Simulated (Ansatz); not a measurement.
# ClFH4Si: the cost of one run

All numbers below are computed with Ansatz 0.2.0 (RKS CAM-B3LYP-D4/def2-SVP).

## (1) The structure to begin with

Bond lengths: Si1–Cl2 2.480 Å, Si1–F3 1.590 Å, Si1–H4 1.459 Å, Si1–H5 1.459 Å. Angles: Cl2–Si1–F3 109.5°, Cl2–Si1–H4 109.5°, Cl2–Si1–H5 109.5°, F3–Si1–H4 109.5°, F3–Si1–H5 109.5°, H4–Si1–H5 109.5°.

As a file:

```xyz
7

Si    0.0000    0.0000    0.0000
Cl    0.0000    0.0000    2.4800
F     1.4994    0.0000   -0.5295
H    -0.6877    1.1914   -0.4862
H    -0.6877   -1.1914   -0.4862
H    -1.6702    0.0000    0.5550
H    -1.4379    0.0000    1.5063
```

## (2) Pulling towards end A

Springs on the bonds that form and break draw the guess towards this end; the thresholds are loose.

input.yaml

```yaml
crystal:
  periodic: [false, false, false]
  atoms:
    - { symbol: Si, position_ang: [0.0, 0.0, 0.0] }
    - { symbol: Cl, position_ang: [0.0, 0.0, 2.48] }
    - { symbol: F, position_ang: [1.4994, 0.0, -0.5295] }
    - { symbol: H, position_ang: [-0.6877, 1.1914, -0.4862] }
    - { symbol: H, position_ang: [-0.6877, -1.1914, -0.4862] }
    - { symbol: H, position_ang: [-1.6702, 0.0, 0.555] }
    - { symbol: H, position_ang: [-1.4379, 0.0, 1.5063] }
basis:
  gaussian: { orbitals: def2-SVP }
hamiltonian:
  xc: cam_b3lyp
  dispersion: d4
relax:
  f_tol: 0.15
  max_steps: 25
  restrain:
    - { distance: [0, 5], at: 2.66, k: 30.0 }
    - { distance: [6, 1], at: 2.57, k: 30.0 }
    - { distance: [0, 1], at: 2.13, k: 30.0 }
    - { distance: [6, 5], at: 0.66, k: 30.0 }
```

Launch:

```
ansatz run input.yaml --threads 2 --pin off --max-ram 3072MiB --backend cpu --events-out ev --progress --plain --runs-dir out
```

Q: Estimate wall time and peak memory on 2 threads of Arm Neoverse V1, shared host.

About 11 s, with a peak of 0.15 GiB.
